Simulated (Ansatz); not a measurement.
A nudged elastic band was laid between two geometries of C$_{2}$H$_{3}$N (6 atoms, charge 0, multiplicity 1).

All numbers below come from UKS PBE-D4/def2-SVP in Ansatz.

| Quantity | Value |
| --- | --- |
| movable images | 5 |
| climbing image | yes |
| spring | 5.0 eV/Å² |
| optimiser | quadratic models (default) |
| start path | through a guess of the saddle point |
| force threshold | 0.05 eV/Å |
| iteration limit | 60 |
| end points | relaxed |

First end point:

```xyz
6
Properties=species:S:1:pos:R:3
C -0.699 -0.207 -0.190
C 0.559 -0.217 -0.482
N 0.136 0.849 0.518
H -1.755 -0.465 -0.306
H 1.452 -0.488 -1.050
H 0.351 0.464 1.464
```

Last end point:

```xyz
6
Properties=species:S:1:pos:R:3
C -0.213 -0.982 0.781
C -0.053 -0.189 -0.588
N 0.099 0.275 0.752
H -0.963 0.099 -1.145
H 0.856 -0.350 -1.195
H 0.315 1.083 1.348
```

Problem. What changes between the two ends?

Solution. Bonds broken: C1–H4. Bonds formed: C2–H4.

Problem. Give the energies along the band, and the barrier.

Solution. The forces met the threshold. The highest image is number 3 of 0 to 6, 202.1 kJ/mol above the first end and 227.9 kJ/mol above the last; the last end lies 25.8 kJ/mol below the first. A vibrational analysis at the climbing image gives one clearly imaginary mode, 1027i cm⁻¹: a first-order saddle point. The orbitals were unrestricted but ended closed-shell.

| image | path coordinate (Å) | energy (kJ/mol) | C1–H4 (Å) | C2–H4 (Å) |
| --- | --- | --- | --- | --- |
| 0 | 0.00 | 0.0 | 1.09 | 2.33 |
| 1 | 0.53 | 26.9 | 1.09 | 2.17 |
| 2 | 1.05 | 107.2 | 1.12 | 1.77 |
| 3 | 1.58 | 202.1 | 1.39 | 1.27 |
| 4 | 2.02 | 99.9 | 1.84 | 1.11 |
| 5 | 2.47 | 4.1 | 2.19 | 1.09 |
| 6 | 2.92 | -25.8 | 2.33 | 1.10 |

Problem. What is the geometry of the highest image?

Solution. 
```xyz
6
Properties=species:S:1:pos:R:3
C -0.903 -0.393 0.433
C 0.219 -0.277 -0.357
N 0.070 0.883 0.488
H -0.907 -0.207 -0.945
H 0.960 -0.748 -1.021
H 0.602 0.678 1.355
```

Problem. What are the harmonic wavenumbers there?

Solution. 1027i, 526, 822, 951, 999, 1061, 1138, 1331, 1475, 2110, 3144, 3313 cm⁻¹.

Time of the run: 3.8 min on 1 thread of Intel(R) Xeon(R) Processor @ 2.50GHz (Skylake/Cascade Lake), on a shared host, peak memory 0.13 GiB.
